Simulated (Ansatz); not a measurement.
One structure, 3 elements: Sn3P2, Sn3As2, Sn3Sb2

Plane-wave DFT in Ansatz with scalar-relativistic PAW potentials, cutoff 420 eV, Γ-centred meshes chosen by cell and gap, Gaussian smearing with energies taken to zero width. Every cell was relaxed (cell and atoms) in a run of its own, within the symmetry of its start. Functional: PBE.

All members share space group R-3c and the same sites; only the element on one set of sites changes (P, As, Sb). Members needn't be the stable form of their composition. Energies over the elements, where given, are against the elements' standard states in the same functional (H₂, N₂, O₂ and halogens uncorrected, Hg as a solid). The first member:

Space group R-3c:H (No. 167). a = 7.312 Å, b = 7.312 Å, c = 17.238 Å, α = 90.00°, β = 90.00°, γ = 120.00°
```json
{"atom": "Sn", "site": "18e", "symmetry": ".2", "x": "0.2830", "y": "0.0000", "z": "0.2500"}
{"atom": "P", "site": "12c", "symmetry": "3.", "x": "0.3333", "y": "0.6667", "z": "0.0304"}
```

Q: How do size, gap and binding change down the group?

A:
| compound | V (Å³/atom) | a (Å) | c (Å) | energy over elements (eV/atom) |
| --- | --- | --- | --- | --- |
| Sn3P2 | 26.61 | 7.312 | 17.238 | 0.192 |
| Sn3As2 | 28.60 | 7.677 | 16.812 | 0.115 |
| Sn3Sb2 | 32.31 | 8.140 | 16.890 | 0.135 |

Over the series the volume grows at each step down the group; all are metallic on the mesh; none is bound against its elements in this structure, and As comes closest.

Spin-orbit coupling is left out, which matters for the bands of heavy elements.